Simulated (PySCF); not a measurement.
**From orbital energies to excitation energies**

Compound: C4H7F.
Numbering: `[CH2:1]=[CH:2][C@H:3]([CH3:4])[F:5]` (hydrogens: H6, H7 on C1; H8 on C2; H9 on C3; H10, H11, H12 on C4)

Computed, not measured: TDDFT CAM-B3LYP/def2-SVPD, vertical, gas phase, core orbitals frozen in the response (PySCF 2.14.0, density-fitted response routines). One conformer (not necessarily the lowest) at the GFN2-xTB geometry, without solvent, vibrations or thermal averaging. Torsions of this conformer, `[CH2:1]=[CH:2][C@H:3]([CH3:4])[F:5]`: C1–C2–C3–C4 115°.

Orbital energies (eV): HOMO-3 -12.24, HOMO-2 -11.37, HOMO-1 -10.91, HOMO -9.10, LUMO 1.16, LUMO+1 1.53, LUMO+2 2.12.

**Question.** Among the lowest singlets, which states do these configurations lead, and at what energies: HOMO-1→LUMO, HOMO→LUMO+2?

**Answer.** 

| state | leading configuration | weight | Δε (eV) | E (eV) | E − Δε (eV) | f | other configurations |
| --- | --- | --- | --- | --- | --- | --- | --- |
| S3 | HOMO-1→LUMO | 0.70 | 12.08 | 8.11 | -3.97 | 0.0021 | H-1→L+1 (16%) |
| S4 | HOMO→LUMO+2 | 0.81 | 11.21 | 8.23 | -2.98 | 0.014 | H→L+3 (9%) |

E − Δε runs from -3.97 to -2.98 eV. By orbital difference alone the order would be S4, S3. Δε is the difference of the two orbital energies.

H and L stand for HOMO and LUMO. The other states: S1 7.43 eV, f 0.089, H→L+1 (44%), H→L (42%); S2 7.62 eV, f 0.397, H→L (52%), H→L+1 (44%); S5 8.64 eV, f 0.0070, H→L+4 (79%); S6 8.83 eV, f 0.027, H→L+3 (77%); S7 9.19 eV, f 0.0027, H-3→L (30%), H-2→L (25%), H-1→L (14%); S8 9.29 eV, f 0.0080, H-1→L+1 (57%), H-2→L (23%).

Triplets, Tamm–Dancoff:

```json
{"state": "T1", "E (eV)": "4.52", "λ (nm)": "274.3", "main configurations (H = HOMO, L = LUMO)": "H→L (68%), H→L+1 (22%)"}
{"state": "T2", "E (eV)": "7.30", "λ (nm)": "169.8", "main configurations (H = HOMO, L = LUMO)": "H→L+1 (68%), H→L (16%)"}
{"state": "T3", "E (eV)": "7.66", "λ (nm)": "161.8", "main configurations (H = HOMO, L = LUMO)": "H-1→L (65%), H-1→L+1 (17%)"}
```

Summed over the main configurations (up to three a state, each over 8%) of all 8 singlets, the electron leaves HOMO with weight 4.27, HOMO-1 with weight 1.58, HOMO-2 with weight 0.48 and HOMO-3 with weight 0.30.

Time: 28 s wall. Hardware: Arm Neoverse N1, one thread, no GPU (shared host).
